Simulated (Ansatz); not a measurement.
Two shapes of singlet BHO.

Shape 1:

```xyz
3

H     0.0000    0.0000   -1.2847
B     0.0000    0.0000   -0.0053
O     0.0000    0.0000    1.2900
```

Shape 2:

```xyz
3

H     0.0000    0.0000   -1.1895
B     0.0000    0.0000   -0.0049
O     0.0000    0.0000    1.1945
```

Basis set: def2-SVP (spherical functions). Left uncorrelated: 2 orbitals. Charge 0, multiplicity 1.

Computed with Ansatz (development build ahead of 0.2.0); each method stands on the lowest determinant of its kind that the runs found.

Problem. Which shape is lower in energy, and by how much in each method?

Solution.

| method | E(2) − E(1) (eV) |
| --- | --- |
| UHF | -0.679 |
| RHF-MP2 | -0.365 |
| UHF-MP2 | -0.365 |
| RHF-CCSD(T) | -0.380 |
| UHF-CCSD(T) | -0.380 |

Shape 2 is lower.
